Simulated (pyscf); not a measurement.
Single points on ωB97X-D3(BJ)/def2-SVP structures (PySCF, gas phase).

Task: For the elementary gas-phase step H₃C–CH•–CH₃ + OH• -> H₃C–CH₂–CH₃ + O [triplet] (triplet surface; H–O broken, C–H formed), what barrier and reaction energy does ωB97M-D3(BJ)/def2-TZVP give, measured from the separated reactants?

Result: ΔE‡ = 26.5 kJ/mol, ΔE = +1.5 kJ/mol. Zero-point energy shifts the barrier by +1.8 kJ/mol. It is a hydrogen abstraction, with an imaginary mode of 1349i cm⁻¹. On the reactant side the descent ends in a complex, 19.5 kJ/mol under the separated species and 41.6 kJ/mol under the saddle at ωB97X-D3(BJ)/def2-TZVP. H₃C–CH•–CH₃ + OH• also meet on a surface of lower spin, which isn't treated here. One saddle was located; it need not be the lowest between these sides. The angle at the transferred H is 177°. Left out: the spin-orbit lowering of OH, O.
